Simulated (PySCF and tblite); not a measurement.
The numbers below are computed, except where a source is named.
Molecule: C₃H₇N, numbered as in [CH2:1]1[CH2:2][NH:3][CH2:4]1.

The mean out-of-plane torsion at N3 (0° is planar) is held and the rest relaxed at GFN2-xTB. Energies: PBE0/pcSseg-1 + D3(BJ), IEF-PCM acetone. (tblite 0.8, PySCF 2.14.)

(1) Give the DFT energy and dipole along the out-of-plane angle.

(2) Where is the lowest sampled point, and what does the planar form cost?

Answers

(1) 
| out-of-plane angle ° | E kcal/mol | dipole D |
| --- | --- | --- |
| -46 | 1.55 | 2.24 |
| -37 | 0.00 | 1.70 |
| -28 | 2.13 | 1.17 |
| -14 | 5.37 | 0.55 |
| 0 | 6.76 | 0.01 |
| 14 | 5.33 | 0.53 |
| 28 | 2.22 | 1.18 |
| 37 | 0.09 | 1.72 |
| 46 | 1.55 | 2.25 |

(2) At -37°; the point at 0° lies 6.76 kcal/mol above it.
